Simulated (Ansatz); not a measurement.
Reaction (SMILES): Cl[C]Cl (closed-shell singlet) + 3 [H][H] (H2) → C (CH4) + 2 Cl (HCl)
B3LYP-D3(BJ)/def2-TZVP geometries, fixed; electronic energies without zero-point terms.

The energy of full hydrogenation at CCSD(T) with Ansatz (a quantum-chemistry and plane-wave program), in kcal/mol, split into its Hartree-Fock and correlation parts. Cores are frozen. A restricted Hartree-Fock determinant is unstable towards unrestricted orbitals. No added dispersion term, no relativity. Functions are those of the species that has most.

```tsv
basis	X	functions	Hartree-Fock	CCSD(T)
aug-cc-pV(D+d)Z	2	87	-141.78	-131.40
aug-cc-pV(T+d)Z	3	156	-138.76	-130.49
aug-cc-pV(Q+d)Z	4	264	-138.35	-129.91
```

Worked estimate of the basis-set limit from each neighbouring pair, with Hartree-Fock from the larger set and the correlation part extrapolated as X^-3.
Correlation parts: X = 2: 10.38, X = 3: 8.27, X = 4: 8.44.
- (2,3): (27·(8.27) - 8·(10.38))/19 = 7.38; with Hartree-Fock -138.76 the estimate is -131.38 kcal/mol.
- (3,4): (64·(8.44) - 27·(8.27))/37 = 8.56; with Hartree-Fock -138.35 the estimate is -129.79 kcal/mol.
The last two estimates differ by 1.59 kcal/mol; the largest set lies 0.12 from the last. Over the last step Hartree-Fock moves by 0.41 and the correlation part by 0.17.
